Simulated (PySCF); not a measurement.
C₂H₄FN.
SMILES: `[H]/N=C\CF`

Method used: MP2 and CCSD/aug-cc-pVDZ in PySCF, restricted Hartree–Fock reference, 4 core orbitals frozen, non-relativistic, gas phase, PBE0-D3(BJ)/def2-SVP geometry.

E(HF) = -231.95598 Eh.

(1) How large is the problem?

(2) What are the MP2 and CCSD correlation energies?

(3) What is the T1 diagnostic?

(4) How does correlation change the dipole moment?

## Answers

(1) 128 basis functions and 32 electrons; 4 orbitals frozen, which leaves o = 12 correlated occupied and v = 112 virtual orbitals. That is o·v = 1344 singles and o·v(o·v + 1)/2 = 903840 distinct closed-shell doubles amplitudes before symmetry; the costliest CCSD step grows as o²v⁴ = 2.3 × 10^10.

(2) MP2 -0.6546 Eh and CCSD -0.6857 Eh, which gives totals of -232.61056 and -232.64172 Eh. That is 0.778 eV for each correlated electron at CCSD (1800 kJ/mol in all, 0.295 % of the total energy); MP2 gives 95.5 % of the CCSD value.

(3) 0.0128, below the customary warning level of 0.02. It is the norm of the spatial-orbital singles amplitudes over the root of the number of correlated electrons, so the norm is 0.063.

(4) HF gives 2.93 D and CCSD (unrelaxed density) 2.59 D, a change of -0.34 D.

Connected triples and the basis-set limit are missing.

Conformer computed: `[H]/[N:1]=[CH:2]\[CH2:3][F:4]`: N1–C2–C3–F4 0°.

One conformer stands for the species.
